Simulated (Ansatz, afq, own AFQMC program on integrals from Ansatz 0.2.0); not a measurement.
Two steps: Ansatz 0.2.0 writes the Fock matrix and Cholesky factors of the valence space, and afq projects on them the lowest state that overlaps trial and start.

```yaml
crystal:
  periodic: [false, false, false]
  atoms:
    - {symbol: Ge, position_ang: [0.000000, 0.065851, 0.523539]}
    - {symbol: N, position_ang: [0.000000, -0.258129, -2.393525]}
    - {symbol: H, position_ang: [0.000001, -1.296922, 1.283785]}
    - {symbol: H, position_ang: [0.825986, 0.069136, -2.876383]}
    - {symbol: H, position_ang: [-0.825986, 0.069134, -2.876383]}
basis:
  gaussian: {orbitals: cc-pVDZ}
magnetization: {spin_polarized: true, initial_magnetization: 2}
correlation: {method: ccsd_t, electrons: outside_noble_gas, hamiltonian_folder: ham}
```

```sh
$ ansatz run in.yaml --threads 1 --pin off --events-out ev --progress --plain --max-ram 1382MiB
```

Options of the walk:

```
--method phaseless --trial cisd --walkers 60 --populations 1 --least-time 40 --time-step 0.005 --steps-per-block 50 --equilibration-blocks 40 --max-blocks 300 --target-error 0.00084 --factor-cut 1e-05 --start spin_pure --seed 545 --release-times 0.24,0.51,0.99,1.62,2.4 --release-step 0.03 --release-every 4 --taylor-order 6
```

Times are imaginary, in 1/Eh. The walk had a cap of 1833 s. Filled inner d shells are frozen with the cores.

Log:

```
orbitals 41  electrons 7 5  factors 312 of 595
reference energy -2131.43816483 Eh
CCSD correlation -0.24669598 Eh in 17 cycles, weight of the determinant in the CISD state 0.8826
energy of the start -2131.684232 Eh
 block  time / (1/Eh)  mean weight  energy / Eh
     1     0.250  1.0001  -2131.681684
     2     0.500  0.9997  -2131.684380
     3     0.750  1.0015  -2131.683917
     4     1.000  1.0038  -2131.685138
     5     1.250  1.0021  -2131.684981
     9     2.250  0.9999  -2131.694697
    21     5.250  0.9993  -2131.684998
    41    10.250  1.0015  -2131.685375
    61    15.250  0.9994  -2131.688450
    81    20.250  0.9985  -2131.692981
   101    25.250  0.9985  -2131.683606
   116    29.000  0.9984  -2131.699995
   121    30.250  1.0025  -2131.684802
   141    35.250  0.9991  -2131.689461
   161    40.250  1.0018  -2131.687499
   181    45.250  0.9999  -2131.697673
   196    49.000  1.0022  -2131.689298
blocks merged  error / Eh  count
     1  0.000315  160
     2  0.000388  80
     4  0.000442  40
     8  0.000532  20
    16  0.000548  10
released: time / (1/Eh)  energy / Eh  error  mean overlap
  0.24  -2131.690924  0.000591  0.9974
  0.51  -2131.690331  0.000444  1.0029
  0.99  -2131.691041  0.000558  0.9935
  1.62  -2131.690611  0.000578  0.9845
  2.40  -2131.690955  0.000827  0.9795
energy -2131.690349 +/- 0.000532 Eh
(rows thinned)
```

The run passed its tests (sampling time, drift between the halves within three errors, error under three times the target), which doesn't prove that it has relaxed.

Against this walk (error 14.5 meV) on the same determinant: CCSD(T) 22.7 meV higher (within the noise), CCSDT(Q) 12.3 meV lower (within the noise). The error is statistical and leaves out the bias of the constraint. Released to 2.40 1/Eh the energy moves by -17 ± 27 meV (both errors), within twice the noise.

Cautions: constraint bias not in the error; no relativity below Rb; no spin-orbit coupling; inner d shell frozen; lower spins were not checked.

The walk took 4 min on 1 thread of Intel(R) Xeon(R) 6975P-C (Granite Rapids) (shared host). The log's last line is the phaseless energy.

CCSDT and higher add their correlation energy to the determinant of the CCSD(T) run, since their own runs factorise the integrals more tightly (a shift of under 2 meV). A walk keeps the symmetry of its determinant, which the program's search chose and which needn't be the lowest solution, so a lower state of the same spin and another symmetry isn't excluded.
